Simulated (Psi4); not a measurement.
# C2H4B (SMILES B[C]=C): UMP3/def2-TZVP

Aim: the vertical ionisation energy of C2H4B at UMP3/def2-TZVP, from 2 runs. 

Program for the calculation: Psi4 1.11.

2 further runs of the same task are left out: 2 set aside as unsound or not needed.

## 1. The molecule

C2H4B has 7 atoms, charge 0, and is taken as a doublet. SMILES: `B[C]=C`. Geometry: relaxed at GFN2-xTB.

Bond lengths: B1–C2 1.464 Å, C2–C3 1.288 Å, B1–H4 1.172 Å, B1–H5 1.172 Å, C3–H6 1.084 Å, C3–H7 1.084 Å. Angles: B1–C2–C3 179.8°, C2–B1–H4 119.7°, C2–B1–H5 119.8°, C2–C3–H6 123.1°, C2–C3–H7 123.1°, H4–B1–H5 120.5°, H6–C3–H7 113.8°.

## 2. A single-point energy at UMP3/def2-TZVP

input.in reads:

```
memory 1.6 GB

molecule {
  0 2
  B     -1.075830     0.425360    -0.773780
  C      0.057000    -0.020470     0.039540
  C      1.051750    -0.415380     0.756660
  H     -2.062370    -0.207830    -0.792290
  H     -0.989160     1.411380    -1.402080
  H      1.668510    -1.268180     0.495290
  H      1.350100     0.075110     1.676660
  symmetry c1
  no_reorient
  no_com
}

set {
  basis def2-TZVP
  reference uhf
  puream true
  e_convergence 1e-09
  d_convergence 1e-08
  scf_type pk
  num_frozen_docc 3
  maxiter 200
  mp_type conv
}

E, wfn = energy('mp3', return_wfn=True)
```

Run with:

```bash
psi4 -n 1 input.in input.out
```

input.out, shortened:

```text
[...]
  Running in c1 symmetry.
[...]
  Nuclear repulsion =   51.996406147714772
[...]
  Multiplicity = 2
[...]
  Nalpha       = 11
  Nbeta        = 10
[...]
    Number of basis functions: 117
[...]
   @UHF iter   1:  -102.60430730135596   -9.99472e-01   2.77219e-03 ADIIS/DIIS
[...]
   @UHF iter  19:  -102.69992421079861   -4.39115e-12   4.22791e-09 DIIS
[...]
   @S^2 Observed:                8.428082526E-01
[...]
    Orbital Energies [Eh]
    ---------------------
    Alpha Occupied:
       1A    -11.258088     2A    -11.233069     3A     -7.595489
       4A     -1.064334     5A     -0.832914     6A     -0.684762
       7A     -0.625997     8A     -0.561173     9A     -0.528646
      10A     -0.399533    11A     -0.370566
    Alpha Virtual:
      12A      0.094395    13A      0.121479    14A      0.144034
      15A      0.163364    16A      0.171682    17A      0.192221
      18A      0.220527    19A      0.266974    20A      0.269281
      21A      0.300052    22A      0.330249    23A      0.346447
      24A      0.424804    25A      0.451696    26A      0.458745
[...]
  @UHF Final Energy:  -102.69992421079861
   => Energetics <=
    Nuclear Repulsion Energy =             51.9964061477147723
    One-Electron Energy =                -239.6301322559984328
    Two-Electron Energy =                  84.9338018974850542
    Total Energy =                       -102.6999242107986134
  UHF NO Occupations:
  HONO-2 :    9  A 1.9971489
  HONO-1 :   10  A 1.9585074
[...]
 Multipole Moments:
 ------------------------------------------------------------------------------------
     Multipole            Electronic (a.u.)      Nuclear  (a.u.)        Total (a.u.)
 ------------------------------------------------------------------------------------
 L = 1.  Multiply by 2.5417464519 to convert [e a0] to [Debye]
 Dipole X            :         -2.0073610            2.3440730            0.3367119
 Dipole Y            :          0.7697063           -0.9029489           -0.1332426
 Dipole Z            :         -1.4312843            1.6740706            0.2427863
 Magnitude           :                                                    0.4359744
[...]
	SCS-MP2 Total Energy (a.u.)        :  -103.07951757564462
	SOS-MP2 Total Energy (a.u.)        :  -103.08153563496337
[...]
	SOS-PI-MP2 Total Energy (a.u.)     :  -103.11089035989913
[...]
	MP2 Total Energy (a.u.)            :  -103.07548145700709
[...]
	SCS-MP3 Total Energy (a.u.)        :  -103.08807993246670
[...]
	MP3 Total Energy (a.u.)            :  -103.10973088429540
[...]
```

Run time: 56 s. Hardware: 1 thread of Intel Xeon Platinum 8259CL at 2.50GHz (Skylake/Cascade Lake), shared host; peak memory 1.5 GiB.

## 3. The singlet cation, same level

c2h4b.json reads:

```json
{
 "schema_name": "qcschema_input",
 "schema_version": 1,
 "molecule": {
  "schema_name": "qcschema_molecule",
  "schema_version": 2,
  "symbols": ["B", "C", "C", "H", "H", "H", "H"],
  "geometry": [-2.03302406, 0.8038139, -1.46223228, 0.10771439, -0.03868269, 0.07471977, 1.98751945, -0.78495444, 1.42988017, -3.89731447, -0.39274178, -1.49721111, -1.86924149, 2.66712166, -2.6495472, 3.15302694, -2.39651288, 0.93596245, 2.55131924, 0.14193733, 3.1684282],
  "molecular_charge": 1,
  "molecular_multiplicity": 1,
  "fix_symmetry": "c1"
 },
 "driver": "energy",
 "model": {
  "method": "mp3",
  "basis": "def2-TZVP"
 },
 "keywords": {
  "reference": "rhf",
  "puream": true,
  "e_convergence": 1e-09,
  "d_convergence": 1e-08,
  "scf_type": "pk",
  "num_frozen_docc": 3,
  "mp_type": "conv"
 }
}
```

Run with:

```bash
psi4 --qcschema c2h4b.json -n 1 --memory 1600MB
```

stdout, shortened:

```text
[...]
  Running in c1 symmetry.
[...]
  Nuclear repulsion =   51.996406161948947
[...]
  Multiplicity = 1
[...]
  Nalpha       = 10
  Nbeta        = 10
[...]
    Number of basis functions: 117
[...]
   @RHF iter   1:  -102.30995872007205   -7.05124e-01   2.01727e-03 ADIIS/DIIS
[...]
   @RHF iter  14:  -102.37794591746513   -3.28555e-11   2.29730e-09 DIIS
[...]
    Orbital Energies [Eh]
    ---------------------
    Doubly Occupied:
       1A    -11.597785     2A    -11.529992     3A     -7.855093
       4A     -1.343670     5A     -1.096942     6A     -0.952858
       7A     -0.874284     8A     -0.803770     9A     -0.771448
      10A     -0.663974
[...]
  @RHF Final Energy:  -102.37794591746513
   => Energetics <=
    Nuclear Repulsion Energy =             51.9964061619489470
    One-Electron Energy =                -233.7690709432281437
    Two-Electron Energy =                  79.3947188638140631
    Total Energy =                       -102.3779459174651265
[...]
 Multipole Moments:
 ------------------------------------------------------------------------------------
     Multipole            Electronic (a.u.)      Nuclear  (a.u.)        Total (a.u.)
 ------------------------------------------------------------------------------------
 L = 1.  Multiply by 2.5417464519 to convert [e a0] to [Debye]
 Dipole X            :         -0.3669998            0.8928541            0.5258542
 Dipole Y            :          0.1493865           -0.3573804           -0.2079939
 Dipole Z            :         -0.2649539            0.6443451            0.3793912
 Magnitude           :                                                    0.6809713
[...]
	SCS-MP2 Total Energy (a.u.)        :  -102.74606094651971
	SOS-MP2 Total Energy (a.u.)        :  -102.75101488254992
[...]
	SOS-PI-MP2 Total Energy (a.u.)     :  -102.77971249524876
[...]
	MP2 Total Energy (a.u.)            :  -102.73615307445921
[...]
	SCS-MP3 Total Energy (a.u.)        :  -102.75461895499740
[...]
	MP3 Total Energy (a.u.)            :  -102.77038510836998
[...]
```

The result, in JSON:

```text
{
 "driver": "energy",
 "model": {
  "method": "mp3",
  "basis": "def2-TZVP"
 },
 "success": true,
 "return_result": -102.77038510836998,
 "properties": {
  "calcinfo_nbasis": 117,
  "calcinfo_nmo": 117,
  "calcinfo_nalpha": 10,
  "calcinfo_nbeta": 10,
  "calcinfo_natom": 7,
  "nuclear_repulsion_energy": 51.99640616194895,
  "return_energy": -102.77038510836998,
  "scf_one_electron_energy": -233.76907094322814,
  "scf_two_electron_energy": 79.39471886381406,
  "scf_dipole_moment": [0.5258542456862508, -0.2079939357981328, 0.3793912250967002],
  "scf_total_energy": -102.37794591746513,
  "scf_iterations": 14,
  "mp2_same_spin_correlation_energy": -0.07123103000577007,
  "mp2_opposite_spin_correlation_energy": -0.2869761269883103,
  "mp2_singles_energy": 0.0,
  "mp2_doubles_energy": -0.35820715699408034,
  "mp2_correlation_energy": -0.3582071569940837,
  "mp2_total_energy": -102.73615307445921
 }
}
```

Wall time 26 s (1 thread of Intel Xeon Platinum 8259CL at 2.50GHz (Skylake/Cascade Lake), shared host); peak memory 1.5 GiB.

## 4. Outcome

At UMP3/def2-TZVP, 3 core orbitals frozen:

```
                                                                 quantity          value
                                              doublet C2H4B: total energy  -103.10973 Eh
doublet C2H4B: HOMO energy (Hartree–Fock orbitals) (highest over α and β)      -10.08 eV
 doublet C2H4B: LUMO energy (Hartree–Fock orbitals) (lowest over α and β)        0.80 eV
               doublet C2H4B: correlation energy (3 core orbitals frozen)     -409.8 mEh
                         doublet C2H4B: ⟨S²⟩ of the reference determinant          0.843
                                             singlet cation: total energy  -102.77039 Eh
                      singlet cation: HOMO energy (Hartree–Fock orbitals)      -18.07 eV
                      singlet cation: LUMO energy (Hartree–Fock orbitals)       -7.37 eV
                    singlet cation: HOMO–LUMO gap (Hartree–Fock orbitals)       10.70 eV
              singlet cation: correlation energy (3 core orbitals frozen)     -392.4 mEh
                       vertical ionisation energy (to the singlet cation)       9.234 eV
```

What this shows: Removing an electron at fixed nuclei costs 9.23 eV (891 kJ/mol). Only the singlet of the ionised species was computed; a triplet could lie lower.
